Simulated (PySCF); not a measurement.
## Static response to an electric field

Species: 3-chloro-2-methylpropene, C4H7Cl.
Structure used (PBE0-D3(BJ)/def2-SVP), in Å, numbered top down from 1:
```xyz
12
C4H7Cl angstrom
C      0.1109    1.3170   -0.5640
C      0.1900    0.0109   -0.2854
C     -0.9829   -0.9172   -0.3432
C      1.4969   -0.5861    0.1359
Cl     2.0478   -1.8746   -0.9951
H     -0.8403    1.7796   -0.8417
H      0.9906    1.9655   -0.5222
H     -0.7794   -1.7451   -1.0406
H     -1.8947   -0.3981   -0.6675
H     -1.1719   -1.3719    0.6440
H      2.2927    0.1683    0.1728
H      1.4150   -1.0683    1.1219
```

Level: wB97X-D/def2-SVPD (PySCF), static field, nuclei fixed, core orbitals frozen in the response. The polarisability tensor in these axes (au):

```
x   64.10 -6.22 -0.92
y   -6.22 77.87  0.40
z   -0.92  0.40 53.08
```

Q: Give the principal values, the mean and the anisotropy Δα = √{½[(α1 − α2)² + (α2 − α3)² + (α1 − α3)²]}.

A: Principal values 53.00, 61.77 and 80.28 au; mean 65.02 au = 9.63 Å³ = 10.72 × 10⁻⁴⁰ C²·m²/J; Δα = 24.13 au (37 % of the mean).

Q: What is the dipole moment, and where does it point?

A: (-0.97, 1.20, 1.19) D, 1.95 D in size, pointing from the negative to the positive side. Measured along this direction, the outermost atoms are Cl5 at the negative end and H6 at the positive end.

Q: In TDDFT the mean static polarisability is Σ f/ω² over all singlet excitations (ω in hartree). How much of it do the 10 lowest give? Their energies (eV) and oscillator strengths: 6.90, 0.2815; 6.94, 0.0088; 7.04, 0.0998; 7.42, 0.0767; 8.13, 0.0355; 8.18, 0.0297; 8.26, 0.0049; 8.55, 0.0058; 8.56, 0.0277; 8.69, 0.0248.

A: They add up to 8.39 au, 12.9 % of the 65.02 au; the largest single term is 4.37 au, from the state at 6.90 eV. Terms in order: 4.37, 0.13, 1.49, 1.03, 0.40, 0.33, 0.05, 0.06, 0.28, 0.24 au. Higher excitations give the rest. The strengths listed sum to 0.595.

Q: Find the Langevin capture rate constant for O2+ (31.990 u) meeting this molecule (90.024 u), k = 2.342 × 10⁻⁹ cm³/s × √(α in Å³ / reduced mass in u).

A: The reduced mass is 23.60 u, so k = 1.50 × 10⁻⁹ cm³/s. The formula leaves out the permanent dipole, which adds to the capture rate.

Q: What molar refraction does this α imply?

A: Lorentz–Lorenz: R = (4π/3)N_A α = 2.5225 cm³/(mol·Å³) × 9.63 Å³ = 24.3 cm³/mol, in the limit of long wavelengths.

The structure is a single PBE0-D3(BJ)/def2-SVP conformer in the gas phase; no vibrational or solvent corrections.
